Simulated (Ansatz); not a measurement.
Na₂O. Charge 0, multiplicity 3. Geometry PBE0-D4/def2-TZVP, that of the charge +1 doublet; atoms count from 1.

Cartesian coordinates in Å:
```
Na -0.558 0.144 -2.046
Na 0.558 -0.144 2.046
O 0.000 0.000 0.000
```

At PBE0-D4/def2-TZVP a singlet of charge 0 lies 0.58 eV below the triplet at the same geometry. The structure comes from a short search, and lower isomers may exist.

(1) Estimate the Mulliken populations from the PBE0/def2-TZVP orbitals of Ansatz.

(2) Where does the spin sit?

## Answers

(1) 
```tsv
atom	charge (e)	spin (α − β)
Na1	0.37	0.50
Na2	0.37	0.50
O3	-0.74	1.00
```
Mulliken values and Mayer orders depend strongly on the basis.

(2) Summed by element: Na 1.00, O 1.00, of 2 unpaired in all. Largest on single atoms: O3 1.00, Na2 0.50, Na1 0.50.
